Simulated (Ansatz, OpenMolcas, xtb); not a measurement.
# SiH2S2 (SMILES S[Si]S): methods side by side

SiH2S2: 5 atoms, total charge 0, spin state singlet. SMILES: `S[Si]S`. Geometry: relaxed at PBE0-D4/def2-TZVP. This is one conformer, not always the lowest.

```
atom    x (Å)    y (Å)    z (Å)
   S  -0.6407  -1.0238  -0.5412
  Si  -0.6552   0.9689   0.2378
   S   1.4265   1.1173   0.7342
   H  -1.9547  -1.0422  -0.8251
   H   1.8741  -0.0939   0.3529
```

Each level gives the dipole moment (D). The values are calculated.

```json
{"level": "GFN2-xTB", "kind": "semi-empirical", "program": "xtb", "value (D)": "2.24", "CPU time": "under 2 s"}
{"level": "GFN0-xTB", "kind": "semi-empirical", "program": "xtb", "value (D)": "2.37", "CPU time": "under 2 s"}
{"level": "GFN1-xTB", "kind": "semi-empirical", "program": "xtb", "value (D)": "1.79", "CPU time": "under 2 s"}
{"level": "HF/STO-3G", "kind": "Hartree–Fock", "program": "OpenMolcas", "value (D)": "1.37", "CPU time": "2.3 s"}
{"level": "HF/3-21G", "kind": "Hartree–Fock", "program": "OpenMolcas", "value (D)": "2.06", "CPU time": "2.6 s"}
{"level": "HF/def2-SVP", "kind": "Hartree–Fock", "program": "OpenMolcas", "value (D)": "1.35", "CPU time": "4.5 s"}
{"level": "r2SCAN/pcseg-2", "kind": "meta-GGA", "program": "Ansatz", "value (D)": "1.19", "CPU time": "15 s"}
{"level": "B3LYP/6-31G* (spherical functions)", "kind": "global hybrid", "program": "OpenMolcas", "value (D)": "1.32", "CPU time": "13 s"}
{"level": "B3LYP/6-31G* (Cartesian functions)", "kind": "global hybrid", "program": "Ansatz", "value (D)": "1.32", "CPU time": "8.8 s"}
{"level": "M06-2X/6-31G** (spherical functions)", "kind": "hybrid meta-GGA", "program": "OpenMolcas", "value (D)": "1.38", "CPU time": "15 s"}
```

The values span 1.19 to 2.37 D. Sets without polarisation functions give poor dipoles. Without the sets that lack polarisation functions the rows with a basis span only 1.19 to 1.38 D. CPU times are rough (shared hosts, several kinds of processor): they show what a rung costs within a factor of a few.
